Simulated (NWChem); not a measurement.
# singlet BNH2Cl+: levels of theory compared

Aim: a comparison of 6 runs (HF/def2-TZVP, B3LYP/def2-TZVP, PBE/def2-TZVP, PBE0/def2-TZVP, SVWN5/def2-TZVP, CCSD(T)/def2-TZVP) of singlet BNH2Cl+. 

The results are computed with NWChem 7.3.0.

1 further run of the same task is left out (set aside as unsound or not needed).

### 1 The structure to begin with

The species is BNH2Cl+ (5 atoms), meant as a singlet with charge +1. As SMILES of the parent species, `N[B]Cl`. The shape is that of a PBE0-D4/def2-TZVP optimisation. This is one conformer, not always the lowest. That shape belongs to the parent species and isn't relaxed for this state.

Bond lengths: N1–B2 1.376 Å, B2–Cl3 1.746 Å, N1–H4 1.005 Å, N1–H5 1.010 Å. Angles: N1–B2–Cl3 124.3°, B2–N1–H4 122.3°, B2–N1–H5 123.4°, H4–N1–H5 114.3°.

### 2 The energy at HF/def2-TZVP (run 1)

The input, bclh2n.nw:

```
start bclh2n
title "BClH2N"
memory stack 880 mb heap 220 mb global 1100 mb
charge 1

geometry units angstroms noautosym nocenter noautoz
N       -0.334000       0.412100      -0.256700
B       -0.098400      -0.544600       0.704400
Cl       1.343200      -1.526200       0.784600
H       -1.176700       0.959900      -0.273100
H        0.315800       0.625100      -1.000600
end

basis "ao basis" spherical bse
N library def2-TZVP
B library def2-TZVP
Cl library def2-TZVP
H library def2-TZVP
end

scf
thresh 1e-08
maxiter 80
end

task scf energy
```

On the command line:

```
nwchem bclh2n.nw > bclh2n.out
```

What it wrote:

```text
[...]
  functions       =   111
[...]
  wavefunction    = RHF
[...]
         Total SCF energy =   -539.572221700952
      One-electron energy =   -889.572384987373
      Two-electron energy =    272.382081565844
 Nuclear repulsion energy =     77.618081720576
        Time for solution =     28.1s
[...]
```

Run time: 29 s. Hardware: 1 thread of Intel Xeon Platinum 8488C (Sapphire Rapids), shared host; peak memory 0.1 GiB.

### 3 The energy at B3LYP/def2-TZVP (run 2)

The input, run.py:

```python
from ase import Atoms
from ase.calculators.nwchem import NWChem

molecule = Atoms(['N', 'B', 'Cl', 'H', 'H'], positions=[
    [-0.334000, 0.412100, -0.256700],
    [-0.098400, -0.544600, 0.704400],
    [1.343200, -1.526200, 0.784600],
    [-1.176700, 0.959900, -0.273100],
    [0.315800, 0.625100, -1.000600],
])

calc = NWChem(
    label='bclh2n',
    theory='dft',
    memory='2200 mb',
    basis='def2-TZVP',
    basispar='spherical bse',
    charge=1,
    dft={'xc': 'b3lyp', 'mult': '1', 'grid': 'fine', 'convergence': 'energy 1e-08', 'iterations': '100', 'mulliken': None},
    task='energy',
)
molecule.calc = calc

e = molecule.get_potential_energy()
print(f"E = {e:.6f} eV")
print("dipole (e A):", molecule.get_dipole_moment().round(4))
```

On the command line:

```
export ASE_NWCHEM_COMMAND="nwchem PREFIX.nwi > PREFIX.nwo"
python run.py
```

What it wrote:

```text
E = -14715.318559 eV
dipole (e A): [-0.0293 -0.2717  0.3272]
```

The calculator wrote bclh2n.nwi:

```
title "bclh2n"

permanent_dir bclh2n

scratch_dir bclh2n

start bclh2n

geometry units angstrom nocenter noautosym noautoz
  N  -3.3400000000000002e-01 4.1210000000000002e-01 -2.5669999999999998e-01
  B  -9.8400000000000001e-02 -5.4459999999999997e-01 7.0440000000000003e-01
  Cl 1.3431999999999999e+00 -1.5262000000000000e+00 7.8459999999999996e-01
  H  -1.1767000000000001e+00 9.5989999999999998e-01 -2.7310000000000001e-01
  H  3.1580000000000003e-01 6.2509999999999999e-01 -1.0005999999999999e+00
end

charge 1

memory 2200 mb

basis spherical bse noprint
   * library def2-TZVP
end

dft
  xc b3lyp
  mult 1
  grid fine
  convergence energy 1e-08
  iterations 100
  mulliken
end

task dft energy
```

bclh2n.nwo:

```text
Northwest Computational Chemistry Package (NWChem) 7.3.0
             --------------------------------------------------------

           Job information
           ---------------

    nwchem branch   = 7.3.0
    use scalapack   = T
    input           = bclh2n.nwi
    prefix          = bclh2n.
    data base       = bclh2n/bclh2n.db
    status          = startup
    nproc           =        1

           Memory information
           ------------------

[... 5 lines left out ...]
    hardfail = no
[... 115 lines left out ...]
          Convergence on energy requested:  1.00D-08
[... 27 lines left out ...]
          Convergence Information
[... 32 lines left out ...]
 1-e energy   =    -866.886756
[... 43 lines left out ...]
      One electron energy =     -889.919264350025
[... 8 lines left out ...]
                       DFT Final Molecular Orbital Analysis
[... 821 lines left out ...]
     Multipole analysis of the density
     ---------------------------------

     L   x y z        total         alpha         beta         nuclear
     -   - - -        -----         -----         ----         -------
     0   0 0 0      1.000000    -15.000000    -15.000000     31.000000

     1   1 0 0     -0.055307    -18.115638    -18.115638     36.175969
[... 8 lines of this table left out ...]
     2   0 0 2    -13.119640    -32.419855    -32.419855     51.720070

 Task  times  cpu:       21.7s     wall:       21.7s
 Total times  cpu:       21.8s     wall:       21.8s
```

Wall time 23 s (1 thread of Intel Xeon Platinum 8488C (Sapphire Rapids), shared host); peak memory 0.12 GiB.

Runs 3 to 5 aren't shown in full; the table further down has their settings and results.

### 4 A single-point energy at CCSD(T)/def2-TZVP (run 6)

The input, test.nw:

```
start test
title "BClH2N"
memory stack 880 mb heap 220 mb global 1100 mb
charge 1
geometry units angstrom noautosym nocenter noautoz
  N       -0.334000       0.412100      -0.256700
  B       -0.098400      -0.544600       0.704400
  Cl       1.343200      -1.526200       0.784600
  H       -1.176700       0.959900      -0.273100
  H        0.315800       0.625100      -1.000600
end
basis spherical bse
  * library def2-TZVP
end
scf
  thresh 1e-08
  maxiter 80
  noprint "final vectors analysis"
end
ccsd
  freeze core 7
  maxiter 60
end
task ccsd(t)
```

On the command line:

```
nwchem test.nw > test.out
```

What it wrote:

```text
[...]
  functions       =   111
[...]
  wavefunction    = RHF
[...]
         Total SCF energy =   -539.572221700952
      One-electron energy =   -889.572384987373
      Two-electron energy =    272.382081565844
 Nuclear repulsion energy =     77.618081720576
        Time for solution =     27.8s
[...]
 Total MP2 energy:           -540.036915740183531
[...]
             energy      energy      error      ampl     ampl      Block
                                                time     time      time
[...]
 Total CCSD energy:           -540.064550248100659
[...]
 Total CCSD+T(CCSD) energy:           -540.088340109738624
[...]
 Total CCSD(T) energy:                -540.087204097656581
[...]
```

Wall time 4.4 min (1 thread of Intel Xeon Platinum 8488C (Sapphire Rapids), shared host); peak memory 0.31 GiB.

### 5 The series

```
run              level  iteration cap   module  energy (Eh)  HOMO energy (eV)  LUMO energy (eV)  HOMO–LUMO gap (eV)  wall time
  1       HF/def2-TZVP             80      scf  -539.572222            -18.60             -6.93               11.66       29 s
  2    B3LYP/def2-TZVP            100      dft  -540.777987            -15.10            -10.84                4.26       23 s
  3      PBE/def2-TZVP            100      dft  -540.467573            -13.99            -11.50                2.48       26 s
  4     PBE0/def2-TZVP            100      dft  -540.506269            -15.36            -10.56                4.80       22 s
  5    SVWN5/def2-TZVP            100      dft  -538.545705                 –                 –                   –       20 s
  6  CCSD(T)/def2-TZVP             80  ccsd(t)  -540.087204                 –                 –                   –    4.4 min
```

### 6 Outcome

```
                                          quantity          value
                               run 6: total energy  -540.08720 Eh
run 6: correlation energy (7 core orbitals frozen)     -515.0 mEh
                             run 6: (T) correction     -22.65 mEh
```

**Reading.** Over runs 1, 2, 3, 4 the HOMO–LUMO gap runs from 2.48 eV (PBE/def2-TZVP) to 11.66 eV (HF/def2-TZVP). Exact exchange widens orbital gaps. Totals of different functionals can't be ranked against each other. All runs together took 6.4 min, the longest 4.4 min.
